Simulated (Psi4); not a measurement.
# UDSD-PBEP86/def2-TZVP (density fitting for correlation) run of C2H4B (SMILES B[C]=C)

Aim: the vertical doublet–quartet gap of C2H4B at UDSD-PBEP86/def2-TZVP (density fitting for correlation), from 2 runs. 

The calculation is run with Psi4 1.11.

2 further runs of the same task are left out: 2 set aside as unsound or not needed.

### 1 The molecule

C2H4B: 7 atoms, total charge 0, spin state doublet. As SMILES, `B[C]=C`. The shape is that of a GFN2-xTB optimisation.

Bond lengths: B1–C2 1.464 Å, C2–C3 1.288 Å, B1–H4 1.172 Å, B1–H5 1.172 Å, C3–H6 1.084 Å, C3–H7 1.084 Å. Angles: B1–C2–C3 179.8°, C2–B1–H4 119.7°, C2–B1–H5 119.8°, C2–C3–H6 123.1°, C2–C3–H7 123.1°, H4–B1–H5 120.5°, H6–C3–H7 113.8°.

### 2 The energy at UDSD-PBEP86/def2-TZVP (density fitting for correlation)

The input, calc.dat:

```
memory 1600 MB

molecule system {
  0 2
  B     -1.075830     0.425360    -0.773780
  C      0.057000    -0.020470     0.039540
  C      1.051750    -0.415380     0.756660
  H     -2.062370    -0.207830    -0.792290
  H     -0.989160     1.411380    -1.402080
  H      1.668510    -1.268180     0.495290
  H      1.350100     0.075110     1.676660
  symmetry c1
  no_reorient
  no_com
}

set {
  reference uks
  puream true
  e_convergence 1e-09
  d_convergence 1e-08
  scf_type pk
  dft_radial_points 99
  dft_spherical_points 590
  num_frozen_docc 3
  maxiter 200
}

e_tot = energy('dsd-pbep86/def2-TZVP')
print_variables()
```

On the command line:

```
psi4 -n 1 calc.dat calc.out
```

calc.out:

```text
[...]
  Running in c1 symmetry.
[...]
  Nuclear repulsion =   51.996406147714772
[...]
  Multiplicity = 2
[...]
  Nalpha       = 11
  Nbeta        = 10
[...]
    Number of basis functions: 117
[...]
   @UKS iter   1:  -102.86200074438250   -8.69358e-01   3.43187e-03 DIIS/ADIIS
[...]
   @UKS iter  17:  -102.97140262133716   -9.19442e-12   5.93550e-09 DIIS
[...]
   @S^2 Observed:                7.721202310E-01
[...]
    Orbital Energies [Eh]
    ---------------------
    Alpha Occupied:
       1A    -10.893823     2A    -10.868179     3A     -7.292189
       4A     -0.975001     5A     -0.762353     6A     -0.627123
       7A     -0.575205     8A     -0.507665     9A     -0.477211
      10A     -0.365079    11A     -0.332386
    Alpha Virtual:
      12A      0.049255    13A      0.092191    14A      0.094896
      15A      0.138838    16A      0.145639    17A      0.155387
      18A      0.186395    19A      0.219137    20A      0.226213
      21A      0.258790    22A      0.284435    23A      0.302265
      24A      0.376846    25A      0.395263    26A      0.400253
[...]
  @UKS Final Energy:  -102.97140262133716
   => Energetics <=
    Nuclear Repulsion Energy =             51.9964061477147723
    One-Electron Energy =                -239.7267256061114438
    Two-Electron Energy =                  89.4182244643491799
    DFT Exchange-Correlation Energy =      -4.6593076272896585
    Empirical Dispersion Energy =           0.0000000000000000
    VV10 Nonlocal Energy =                  0.0000000000000000
    Total Energy =                       -102.9714026213371625
[...]
 Multipole Moments:
 ------------------------------------------------------------------------------------
     Multipole            Electronic (a.u.)      Nuclear  (a.u.)        Total (a.u.)
 ------------------------------------------------------------------------------------
 L = 1.  Multiply by 2.5417464519 to convert [e a0] to [Debye]
 Dipole X            :         -1.9588285            2.3440730            0.3852445
 Dipole Y            :          0.7505216           -0.9029489           -0.1524273
 Dipole Z            :         -1.3963921            1.6740706            0.2776785
 Magnitude           :                                                    0.4987512
[...]
```

It took 62 s on 1 thread of Intel Xeon Platinum 8259CL at 2.50GHz (Skylake/Cascade Lake), shared host; peak memory 0.7 GiB.

### 3 The quartet at the same level

The input, c2h4b.py:

```python
import psi4

psi4.set_memory(1600000000)
psi4.set_num_threads(1)
psi4.core.set_output_file('psi4.out', False)

geom = psi4.geometry("""
0 4
B     -2.03302406     0.80381390    -1.46223228
C      0.10771439    -0.03868269     0.07471977
C      1.98751945    -0.78495444     1.42988017
H     -3.89731447    -0.39274178    -1.49721111
H     -1.86924149     2.66712166    -2.64954720
H      3.15302694    -2.39651288     0.93596245
H      2.55131924     0.14193733     3.16842820
units bohr
symmetry c1
""")

options = {'basis': 'def2-TZVP', 'reference': 'uks', 'puream': True, 'e_convergence': 1e-09, 'd_convergence': 1e-08, 'scf_type': 'pk', 'dft_radial_points': 99, 'dft_spherical_points': 590, 'num_frozen_docc': 3, 'maxiter': 200}
psi4.set_options(options)

E = psi4.energy('DSD-PBEP86')
print(f'DSD-PBEP86 energy: {E:.10f} Eh')
for k, v in sorted(psi4.core.scalar_variables().items()):
    print(f'{k:45s} {v:18.10f}')
```

On the command line:

```
python c2h4b.py
```

psi4.out:

```text
[...]
  Running in c1 symmetry.
[...]
  Nuclear repulsion =   51.996406161948947
[...]
  Multiplicity = 4
[...]
  Nalpha       = 12
  Nbeta        = 9
[...]
    Number of basis functions: 117
[...]
   @UKS iter   1:  -102.64963759607771   -6.56995e-01   3.84938e-03 ADIIS/DIIS
[...]
   @UKS iter  15:  -102.82331881040371   -3.61666e-11   8.17309e-09 DIIS
[...]
   @S^2 Observed:                3.766557742E+00
[...]
    Orbital Energies [Eh]
    ---------------------
    Alpha Occupied:
       1A    -10.885653     2A    -10.879807     3A     -7.282877
       4A     -1.030656     5A     -0.782002     6A     -0.640829
       7A     -0.596701     8A     -0.527837     9A     -0.509179
      10A     -0.434168    11A     -0.343845    12A     -0.203097
    Alpha Virtual:
      13A      0.061255    14A      0.091246    15A      0.141034
      16A      0.141998    17A      0.149301    18A      0.180875
      19A      0.220306    20A      0.226489    21A      0.255617
      22A      0.269336    23A      0.284398    24A      0.345389
      25A      0.378055    26A      0.380395    27A      0.419054
[...]
  @UKS Final Energy:  -102.82331881040371
   => Energetics <=
    Nuclear Repulsion Energy =             51.9964061619489470
    One-Electron Energy =                -239.4937173378293949
    Two-Electron Energy =                  89.3513512042226381
    DFT Exchange-Correlation Energy =      -4.6773588387459011
    Empirical Dispersion Energy =           0.0000000000000000
    VV10 Nonlocal Energy =                  0.0000000000000000
    Total Energy =                       -102.8233188104037055
[...]
 Multipole Moments:
 ------------------------------------------------------------------------------------
     Multipole            Electronic (a.u.)      Nuclear  (a.u.)        Total (a.u.)
 ------------------------------------------------------------------------------------
 L = 1.  Multiply by 2.5417464519 to convert [e a0] to [Debye]
 Dipole X            :         -0.3530593            0.8928541            0.5397948
 Dipole Y            :          0.1443695           -0.3573804           -0.2130109
 Dipole Z            :         -0.2558373            0.6443451            0.3885078
 Magnitude           :                                                    0.6983483
[...]
```

The script printed:

```text
DSD-PBEP86 energy: -103.0033397245 Eh
CURRENT ENERGY                                   -103.0033397245
CURRENT REFERENCE ENERGY                         -102.8233188104
DD SOLVATION ENERGY                                 0.0000000000
DFT FUNCTIONAL TOTAL ENERGY                      -102.8233188104
DFT TOTAL ENERGY                                 -103.0033397245
DFT VV10 ENERGY                                     0.0000000000
DFT XC ENERGY                                      -4.6773588387
DOUBLE-HYBRID CORRECTION ENERGY                    -0.1800209141
DSD-PBEP86 DOUBLE-HYBRID CORRECTION ENERGY         -0.1800209141
DSD-PBEP86 TOTAL ENERGY                          -103.0033397245
GRID ELECTRONS ALPHA                               12.0000000148
GRID ELECTRONS BETA                                 9.0000000146
GRID ELECTRONS TOTAL                               21.0000000294
NUCLEAR REPULSION ENERGY                           51.9964061619
ONE-ELECTRON ENERGY                              -239.4937173378
PCM POLARIZATION ENERGY                             0.0000000000
PE ENERGY                                           0.0000000000
SCF ITERATION ENERGY                             -102.8233188104
SCF ITERATIONS                                     15.0000000000
SCF TOTAL ENERGY                                 -102.8233188104
TWO-ELECTRON ENERGY                                89.3513512042
XC GRID RADIAL POINTS                              99.0000000000
XC GRID SPHERICAL POINTS                          590.0000000000
XC GRID TOTAL POINTS                           392369.0000000000
```

It took 60 s on 1 thread of Intel Xeon Platinum 8259CL at 2.50GHz (Skylake/Cascade Lake), shared host; peak memory 0.7 GiB.

### 4 What came out

Level: UDSD-PBEP86/def2-TZVP (density fitting for correlation), 3 core orbitals frozen.

```
                                                         quantity          value
                                            doublet: total energy  -103.17590 Eh
doublet: HOMO energy (SCF part's orbitals) (highest over α and β)       -9.04 eV
 doublet: LUMO energy (SCF part's orbitals) (lowest over α and β)       -0.87 eV
                                                    doublet: ⟨S²⟩          0.772
                                            quartet: total energy  -103.00334 Eh
quartet: HOMO energy (SCF part's orbitals) (highest over α and β)       -5.53 eV
 quartet: LUMO energy (SCF part's orbitals) (lowest over α and β)       -1.63 eV
                                                    quartet: ⟨S²⟩          3.767
                 vertical energy of the quartet above the doublet       4.696 eV
```

**Reading.** At this shape the quartet lies 4.70 eV (453 kJ/mol) above the doublet.
